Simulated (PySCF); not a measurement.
Delta-SCF ions had no search for a lower state. Excitations are Tamm–Dancoff values on a coarser integration grid. The basis has no diffuse functions, so Rydberg states are missing or too high.

Species: C$_{3}$H$_{4}$, SMILES `C(#C)C` (charge 0, multiplicity 1).

Question: Estimate the S1–T1 gap (TDA), HOMO–LUMO gap, LUMO, hole reorganisation energy (four-point) and vertical ionisation energy (Delta-SCF) that M06-2X/def2-TZVP // B3LYP-D3(BJ)/def2-TZVP (PySCF) returns for this input.

Answer: 
```
Property                                   Result
---------------------------------------  --------
S1–T1 gap (TDA)                           0.50 eV
HOMO–LUMO gap                            11.07 eV
LUMO                                      2.06 eV
hole reorganisation energy (four-point)  0.340 eV
vertical ionisation energy (Delta-SCF)   10.43 eV
```
